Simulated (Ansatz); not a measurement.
A made-up structure of CH₄FSi, doublet:

C1  (0.917, -0.594, -0.104)
Si2  (-0.653, 0.390, -0.298)
F3  (0.685, -1.617, 0.746)
H4  (-1.683, -0.388, -0.891)
H5  (-0.415, 1.522, -1.121)
H6  (-1.104, 0.842, 0.970)
H7  (1.693, -0.012, 0.324)
(Å)

It is relaxed with PBE-D4/def2-SVP and then PBE0-D4/def2-TZVP (Ansatz 0.2.0). Atoms count as bonded within 1.22 times the sum of their covalent radii (H–H: 0.88 Å). The end point is not checked to be a true minimum.

Problem. Does its bonding change? (A judgement: the text doesn't fix the answer.)

Solution. By the calculation: No: no bond forms or breaks.

Where it ends: The first stage lowers the energy by 0.63 eV in 11 steps. It ends as CH₄FSi ([F][CH][SiH3]):
```
7
angstrom
C 0.8489 -0.4860 0.1638
Si -0.7095 0.4260 -0.2398
F 0.7909 -1.6149 0.8835
H -1.6406 -0.4236 -1.0301
H -0.3003 1.6112 -1.0347
H -1.4161 0.8570 0.9964
H 1.8668 -0.2270 -0.1138
```

Labels in which every atom is bracketed show which atoms are joined, not bond orders.

For scale, one of the runs: PBE0-D4/def2-TZVP relaxation, 123 basis functions, launched by `ansatz run in.yaml --threads 2 --pin off --events-out ev --progress --plain --max-ram 4352MiB`. The run took about 26 s on 2 CPU threads of an Arm Neoverse V1 (shared host).
